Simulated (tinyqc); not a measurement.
Worked calculation: MP2 on RHF in the sto-3g basis, for H2F+, spin multiplicity 1. One step of it, computed by the program tinyqc.

Problem. Iteration 8 (converged): orbitals. Diagonalise F' = X^T F X, C = X C', fill 5 alpha and 5 beta electrons from the bottom; D = 2 C_occ C_occ^T. Each column has its largest component positive (the first on a tie).

converged F (hartree):
```
             1F 1s      1F 2s     1F 2px     1F 2py     1F 2pz      2H 1s      3H 1s
1F 1s   -26.636746  -6.796488   0.000000   0.000000  -0.023498  -1.520971  -1.520971
1F 2s    -6.796488  -3.695691   0.000000   0.000000  -0.133261  -1.466252  -1.466252
1F 2px    0.000000   0.000000  -1.075921   0.000000   0.000000   0.000000   0.000000
1F 2py    0.000000   0.000000   0.000000  -1.106638   0.000000  -0.628405   0.628405
1F 2pz   -0.023498  -0.133261   0.000000   0.000000  -1.077018  -0.393229  -0.393229
2H 1s    -1.520971  -1.466252   0.000000  -0.628405  -0.393229  -1.018535  -0.495761
3H 1s    -1.520971  -1.466252   0.000000   0.628405  -0.393229  -0.495761  -1.018535
```

X:
```
                1          2          3         4          5          6         7
1F 1s   -0.334536   0.000000   0.752222  0.000000  -0.603778   0.000000  0.167948
1F 2s    1.182222   0.000000  -0.201431  0.000000  -0.228635   0.000000  0.448789
1F 2px   0.000000   0.000000   0.000000  1.000000   0.000000   0.000000  0.000000
1F 2py   0.000000   0.942883   0.000000  0.000000   0.000000   0.680454  0.000000
1F 2pz   0.376661   0.000000   0.655817  0.000000   0.695075   0.000000  0.144005
2H 1s   -0.701538  -0.858920  -0.173020  0.000000   0.137909   0.373485  0.376762
3H 1s   -0.701538   0.858920  -0.173020  0.000000   0.137909  -0.373485  0.376762
```

Give: F' = X^T F X; orbital energies; coefficients C; D after iteration 8.

Solution.

F' = X^T F X (hartree):
```
         1        2         3        4         5        6        7
1  -0.6744   0.0000    2.3804   0.0000   -1.8800   0.0000   0.2300
2   0.0000   0.2805    0.0000   0.0000    0.0000  -0.0826   0.0000
3   2.3804   0.0000  -12.9384   0.0000   11.2424   0.0000  -5.5385
4   0.0000   0.0000    0.0000  -1.0759    0.0000   0.0000   0.0000
5  -1.8800   0.0000   11.2424   0.0000  -11.7551   0.0000   5.3509
6   0.0000  -0.0826    0.0000   0.0000    0.0000  -1.2970   0.0000
7   0.2300   0.0000   -5.5385   0.0000    5.3509   0.0000  -4.4528
```

orbital energies (hartree): MO1 -26.6468, MO2 -2.1199, MO3 -1.3014, MO4 -1.1040, MO5 -1.0759, MO6 0.0500, MO7 0.2848

coefficients C:
```
            MO1      MO2      MO3      MO4     MO5      MO6      MO7
1F 1s    0.9945  -0.2480   0.0000   0.0644  0.0000  -0.1261   0.0000
1F 2s    0.0246   0.9256   0.0000  -0.3262  0.0000   0.8533   0.0000
1F 2px   0.0000   0.0000   0.0000   0.0000  1.0000   0.0000   0.0000
1F 2py   0.0000   0.0000   0.7287   0.0000  0.0000   0.0000   0.9061
1F 2pz   0.0027   0.1196   0.0000   0.9137  0.0000   0.4761   0.0000
2H 1s   -0.0052   0.0895   0.3282   0.1592  0.0000  -0.8060  -0.8772
3H 1s   -0.0052   0.0895  -0.3282   0.1592  0.0000  -0.8060   0.8772
```

D after iteration 8:
```
          1F 1s    1F 2s  1F 2px   1F 2py   1F 2pz    2H 1s    3H 1s
1F 1s    2.1092  -0.4520  0.0000   0.0000   0.0637  -0.0341  -0.0341
1F 2s   -0.4520   1.9276  0.0000   0.0000  -0.3747   0.0616   0.0616
1F 2px   0.0000   0.0000  2.0000   0.0000   0.0000   0.0000   0.0000
1F 2py   0.0000   0.0000  0.0000   1.0621   0.0000   0.4783  -0.4783
1F 2pz   0.0637  -0.3747  0.0000   0.0000   1.6983   0.3123   0.3123
2H 1s   -0.0341   0.0616  0.0000   0.4783   0.3123   0.2822  -0.1486
3H 1s   -0.0341   0.0616  0.0000  -0.4783   0.3123  -0.1486   0.2822
```
